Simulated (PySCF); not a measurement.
All numbers come from PBE0 in PySCF with S def2-TZVP, H def2-TZVP; no relativity; density-fitted integrals.

Each entry is the lowest minimum that a search over a few typed start shapes (and spin states, where more than one is plausible) found, or that minimum re-optimised at the stated level; isomers with ligand–ligand bonds, or fragments after loss of a ligand pair, can lie lower. Open shells are unrestricted.

H2S is a singlet of C2v symmetry with S–H 1.341 Å (×2); H–S–H 92.3°. Its wavenumbers are 1209, 2725, 2741 cm⁻¹.

(1) What changes when one electron is removed, giving H₂S⁺?

Answers

(1) It costs 10.32 eV between the minima (10.30 eV with zero-point energy). H₂S⁺ is a doublet of C2v symmetry with S–H 1.363 Å (×2); H–S–H 92.9°; wavenumbers 1182, 2596, 2599 cm⁻¹.
